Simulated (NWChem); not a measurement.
System: NO anion, triplet

Input file for NWChem:

```
start job
memory heap 200 mb stack 900 mb global 1100 mb
charge -1
geometry units angstroms
  N      0.000000     0.000000    -0.679222
  O      0.000000     0.000000     0.592909
end
basis spherical
  * library sto-3g
end
dft
  odft
  mult 3
  xc b3lyp
  iterations 150
end
driver
  maxiter 120
end
task dft optimize
task dft freq
```

Sets without diffuse functions describe the anion's extra electron poorly. No stability test was run on the SCF state. The highest occupied level is positive, so the extra electron may be held by the finite basis.

The level has its own optimisation; frequencies are unscaled.

### Question
Give the results of this calculation. (B3LYP/STO-3G, spin-unrestricted.) Quantities: basis functions; r N–O (Å); highest harmonic frequency (cm⁻¹); zero-point energy (kcal/mol).

### Answer
```
Quantity                           Value
---------------------------------  -----
number of basis functions             10
r N–O (Å)                          1.328
highest harmonic frequency (cm⁻¹)   1553
zero-point energy (kcal/mol)         2.2
```
